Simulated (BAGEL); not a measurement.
# C2H2O2S (SMILES O=C1SC1O): PBE0/6-31G(d) (density fitting with qzvpp-jkfit, spherical functions)

What is the energy change on altering one bond length of C2H2O2S at PBE0/6-31G* (density fitting with qzvpp-jkfit, spherical functions)? 

The results are computed with BAGEL 1.2.2.

5 further runs of the same task are left out: 1 that didn't finish, 4 set aside as unsound or not needed.

## Step 1: Starting point

The species is C2H2O2S (7 atoms), meant as a singlet with charge 0. As SMILES, `O=C1SC1O`. The shape is that of a PBE0-D4/def2-TZVP optimisation. This is one conformer, not always the lowest.

Bond lengths: O1–C2 1.188 Å, C2–S3 1.743 Å, C2–C4 1.460 Å, S3–C4 1.902 Å, C4–O5 1.357 Å, C4–H6 1.085 Å, O5–H7 0.964 Å. Some angles: O1–C2–S3 142.3°, O1–C2–C4 145.1°, S3–C2–C4 72.3°, C2–S3–C4 47.0°, C2–C4–S3 60.8°, C2–C4–O5 123.1°, S3–C4–O5 120.8°, C2–C4–H6 119.6°, S3–C4–H6 112.0°, O5–C4–H6 111.2°.

## Step 2: The energy at PBE0/6-31G(d) (density fitting with qzvpp-jkfit, spherical functions)

File dft.json:

```json
{ "bagel": [

{
  "title": "molecule",
  "basis": "6-31gs.json",
  "df_basis": "qzvpp-jkfit",
  "angstrom": "true",
  "geometry": [
    { "atom": "O", "xyz": [      -0.595300,       1.981100,       0.080500 ] },
    { "atom": "C", "xyz": [      -0.278100,       0.883200,       0.405200 ] },
    { "atom": "S", "xyz": [       0.589400,       0.005200,       1.635200 ] },
    { "atom": "C", "xyz": [      -0.232600,      -0.519100,       0.001800 ] },
    { "atom": "O", "xyz": [       0.514700,      -0.967000,      -1.039100 ] },
    { "atom": "H", "xyz": [      -1.097300,      -1.152700,       0.166200 ] },
    { "atom": "H", "xyz": [       1.160500,      -0.298600,      -1.295300 ] }
  ]
},

{
  "title": "ks",
  "xc_func": "pbe0"
},

{
  "title": "print",
  "file": "orbitals.molden",
  "orbitals": "true"
}

]}
```

The basis set 6-31G* is read from a file made from the Basis Set Exchange's data (not shown).

Started as:

```console
BAGEL_NUM_THREADS=1 BAGEL dft.json > dft.out
```

Output:

```text
* using 1 threads per process

  ===============================================================
  ===============================================================

  *** Geometry ***

  { "atom" : "O", "xyz" : [     -1.124954,      3.743736,      0.152123 ] },
  { "atom" : "C", "xyz" : [     -0.525533,      1.669006,      0.765717 ] },
  { "atom" : "S", "xyz" : [      1.113805,      0.009827,      3.090080 ] },
  { "atom" : "C", "xyz" : [     -0.439550,     -0.980957,      0.003402 ] },
  { "atom" : "O", "xyz" : [      0.972642,     -1.827365,     -1.963614 ] },
  { "atom" : "H", "xyz" : [     -2.073596,     -2.178287,      0.314072 ] },
  { "atom" : "H", "xyz" : [      2.193027,     -0.564272,     -2.447762 ] },

  Number of auxiliary basis functions:      468

  Since a DF basis is specified, we compute 2- and 3-index integrals:
    o Being stored without compression. Storage requirement is 0.023 GB

  Number of basis functions:       78
  Number of electrons      :       46

    * METHOD: MOLECULE                             0.19

  *** Kohn-Sham DFT ***

    * Removing 13689 points whose weight is below 1.00e-10
    * Grid points: 90653

  === Nuclear Repulsion ===
   210.3990499320

       - DIIS with orbital gradients will be used.

  === KS iteration (pbe0 / 6-31gs.json) ===
      0       -590.12146423          0.16490599           0.24
      1       -584.31183711          0.17331805           0.24
      2       -557.13031525          0.21609126           0.24
      3       -611.90716192          0.14441685           0.25
      4       -613.90708435          0.13075042           0.24
      5       -622.24399025          0.07370902           0.24
      6       -624.97573728          0.03332292           0.24
      7       -625.52384019          0.01264419           0.31
      8       -625.58615299          0.00496723           0.24
      9       -625.59158162          0.00378205           0.24
     10       -625.59573651          0.00144536           0.24
     11       -625.59665449          0.00018041           0.24
     12       -625.59667469          0.00004070           0.24
     13       -625.59667549          0.00001170           0.24
     14       -625.59667552          0.00001211           0.24
     15       -625.59667557          0.00000340           0.24
     16       -625.59667558          0.00000195           0.24
     17       -625.59667558          0.00000164           0.24
     18       -625.59667558          0.00000030           0.26
     19       -625.59667558          0.00000011           0.25
     20       -625.59667558          0.00000013           0.24
     21       -625.59667558          0.00000003           0.24
     22       -625.59667558          0.00000001           0.24
     23       -625.59667558          0.00000001           0.24
    * SCF iteration converged.

    * Permanent dipole moment:
           (   -0.170293,     0.518304,     0.267068) a.u.

    * METHOD: KS                                   6.20

    * METHOD: PRINT                                0.01

  ===============================================================
```

It took 6.9 s on 1 thread of Arm Neoverse V2, shared host; peak memory 0.36 GiB.

## Step 3: The distorted shape, same level

File input.json:

```json
{ "bagel": [

{
  "title": "molecule",
  "basis": "6-31gs.json",
  "df_basis": "qzvpp-jkfit",
  "angstrom": true,
  "geometry": [
    { "atom": "O", "xyz": [      -1.193125,       2.339411,       0.913200 ] },
    { "atom": "C", "xyz": [      -0.875925,       1.241511,       1.237900 ] },
    { "atom": "S", "xyz": [      -0.008425,       0.363511,       2.467900 ] },
    { "atom": "C", "xyz": [      -0.830425,      -0.160789,       0.834500 ] },
    { "atom": "O", "xyz": [       0.514700,      -0.967000,      -1.039100 ] },
    { "atom": "H", "xyz": [      -1.695125,      -0.794389,       0.998900 ] },
    { "atom": "H", "xyz": [       1.160500,      -0.298600,      -1.295300 ] }
  ]
},

{
  "title": "ks",
  "xc_func": "pbe0",
  "charge": 0
},

{
  "title": "print",
  "file": "orbitals.molden",
  "orbitals": true
}

]}
```

The basis set 6-31G* is read from a file made from the Basis Set Exchange's data (not shown).

Started as:

```console
BAGEL_NUM_THREADS=1 BAGEL input.json > input.out
```

Output:

```text
* using 1 threads per process

  ===============================================================
  ===============================================================

  *** Geometry ***

  { "atom" : "O", "xyz" : [     -2.254679,      4.420846,      1.725698 ] },
  { "atom" : "C", "xyz" : [     -1.655258,      2.346116,      2.339292 ] },
  { "atom" : "S", "xyz" : [     -0.015921,      0.686936,      4.663655 ] },
  { "atom" : "C", "xyz" : [     -1.569276,     -0.303847,      1.576976 ] },
  { "atom" : "O", "xyz" : [      0.972642,     -1.827365,     -1.963614 ] },
  { "atom" : "H", "xyz" : [     -3.203322,     -1.501178,      1.887647 ] },
  { "atom" : "H", "xyz" : [      2.193027,     -0.564272,     -2.447762 ] },

  Number of auxiliary basis functions:      468

  Since a DF basis is specified, we compute 2- and 3-index integrals:
    o Being stored without compression. Storage requirement is 0.023 GB

  Number of basis functions:       78
  Number of electrons      :       46

    * METHOD: MOLECULE                             0.19

  *** Kohn-Sham DFT ***

    * Removing 12098 points whose weight is below 1.00e-10
    * Grid points: 92244

  === Nuclear Repulsion ===
   188.4892063142

       - DIIS with orbital gradients will be used.

  === KS iteration (pbe0 / 6-31gs.json) ===
      0       -572.61909964          0.14433486           0.24
      1       -472.38278880          0.11991770           0.22
      2       -568.51098064          0.18956434           0.23
      3       -591.17637626          0.12742547           0.23
      4       -598.22262944          0.10053688           0.22
      5       -602.74186094          0.07843079           0.22
      6       -617.05122648          0.09167831           0.22
      7       -472.25156370          0.12117264           0.22
      8       -617.28497522          0.09259741           0.26
      9       -615.69377134          0.06280273           0.22
     10       -624.15464578          0.04613387           0.23
     11       -621.40570422          0.06281824           0.23
     12       -625.02462421          0.02403033           0.22
     13       -625.04387198          0.02645967           0.22
     14       -625.41480100          0.00472969           0.23
     15       -625.42568244          0.00249779           0.23
     16       -625.42808691          0.00081525           0.22
     17       -625.42837439          0.00043727           0.22
     18       -625.42850831          0.00017955           0.22
     19       -625.42852698          0.00004369           0.22
     20       -625.42852936          0.00001677           0.22
     21       -625.42853002          0.00000988           0.22
     22       -625.42853048          0.00000374           0.23
     23       -625.42853047          0.00000561           0.23
     24       -625.42853050          0.00000143           0.22
     25       -625.42853050          0.00000247           0.22
     26       -625.42853050          0.00000107           0.22
     27       -625.42853050          0.00000049           0.23
     28       -625.42853050          0.00000012           0.22
     29       -625.42853050          0.00000009           0.23
     30       -625.42853050          0.00000009           0.23
     31       -625.42853050          0.00000006           0.23
     32       -625.42853050          0.00000009           0.22
     33       -625.42853050          0.00000003           0.22
     34       -625.42853050          0.00000002           0.22
     35       -625.42853050          0.00000001           0.23
    * SCF iteration converged.

    * Permanent dipole moment:
           (    0.078573,     0.043336,    -0.788626) a.u.

    * METHOD: KS                                   8.52

    * METHOD: PRINT                                0.01

  ===============================================================
```

Run time: 9 s. Hardware: 1 thread of Arm Neoverse V2, shared host; peak memory 0.36 GiB.

## Step 4: What came out

At PBE0/6-31G* (density fitting with qzvpp-jkfit, spherical functions):

```
                                                         quantity          value
                                        first shape: total energy  -625.59668 Eh
                                       first shape: dipole moment         1.54 D
                                         first shape: HOMO energy       -7.43 eV
                                         first shape: LUMO energy       -1.19 eV
                                       first shape: HOMO–LUMO gap        6.24 eV
                                    distorted shape: total energy  -625.42853 Eh
                                   distorted shape: dipole moment         2.02 D
                                     distorted shape: HOMO energy       -7.72 eV
                                     distorted shape: LUMO energy       -4.43 eV
                                   distorted shape: HOMO–LUMO gap        3.28 eV
energy change with the C4–O5 bond stretched from 1.357 to 2.443 Å       4.575 eV
```

**Reading.** One bond (distorted shape) is far stretched, which a spin-restricted single reference describes badly; a broken-symmetry solution may lie lower. With the C4–O5 bond stretched from 1.357 to 2.443 Å the energy rises by 4.58 eV (106 kcal/mol). The first shape isn't relaxed at this level, so the change isn't measured from a minimum. A restricted reference can't describe the breaking bond well at this length.
